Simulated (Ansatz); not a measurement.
in.yaml

```yaml
crystal:
  periodic: [false, false, false]
  atoms:
    - {symbol: B, position_ang: [0.000000, 0.000000, 0.000000]}
    - {symbol: F, position_ang: [0.000000, 0.000000, 1.263100]}
basis:
  gaussian: {orbitals: 6-31G}
magnetization: {spin_polarized: false, initial_magnetization: 2}
correlation: {method: fic_mrcisd_q_relaxed, electrons: all, active_space: {window: {electrons: 2, orbitals: 3}}}
scf: {lower_state_search: off}
```

```sh
$ ansatz run in.yaml --threads 1 --pin off --events-out ev --progress --plain --max-ram 2393MiB
```

The program prints:

```
these checks for a lower state are left out or cut short: stability, starts, cluster_reference, orbital_swaps, neighbouring_geometries, increment
201 factors; integrals over basis functions are off by at most 1.2e-4 eV
mean field evaluation 1: about -3371.7021 eV, gradient 1.8e1 eV
mean field evaluation 2: about -3371.7066 eV, gradient 1.8e1 eV
mean field evaluation 4: about -3373.2173 eV, gradient 2.2e0 eV
mean field evaluation 8: about -3373.2350 eV, gradient 1.0e-1 eV
mean field -3373.23504405 eV, -123.9641014082 hartree, gradient 1.2e-6 eV, S^2 2.000000; 0 other end points of the search recorded, 0 dependent functions left out
reference -3373.23504405 eV, -123.9641014082 hartree; 8, 6 occupied and 10, 12 virtual orbitals, 201 factors
state -3373.23504405 eV, -123.9641014082 hartree
contracted CI cycle   1: correlation 0.00000000 eV, 0.0000000000 hartree, residual 2.20e1 eV
contracted CI cycle   2: correlation -3.71721869 eV, -0.1366052674 hartree, residual 2.98e0 eV
contracted CI cycle   3: correlation -3.85919584 eV, -0.1418228313 hartree, residual 1.16e0 eV
contracted CI cycle   4: correlation -3.87671642 eV, -0.1424667007 hartree, residual 2.93e-1 eV
contracted CI cycle   5: correlation -3.87817332 eV, -0.1425202408 hartree, residual 8.54e-2 eV
contracted CI cycle   6: correlation -3.87824736 eV, -0.1425229617 hartree, residual 2.16e-2 eV
contracted CI cycle   7: correlation -3.87825344 eV, -0.1425231850 hartree, residual 6.28e-3 eV
contracted CI cycle   8: correlation -3.87825386 eV, -0.1425232005 hartree, residual 1.70e-3 eV
contracted CI cycle   9: correlation -3.87825389 eV, -0.1425232017 hartree, residual 4.87e-4 eV
state -3373.23504405 eV, -123.9641014082 hartree; corrected -3377.28681539 eV, -124.1130012585 hartree
WARN: 1 active orbitals are nearly empty or full. The corrections depend on them more than the energy does, and are more stable in an active space without them
Total energy: -3377.28681539 eV, -124.1130012585 hartree
Checks for a lower state left out: stability, starts, cluster_reference, orbital_swaps, neighbouring_geometries, increment
```

Natural occupations: 1.0000 1.0000 0.0000.

Ran on 1 thread of Arm Neoverse V2, shared host: 0.36 s wall, 0.18 GiB peak host memory.
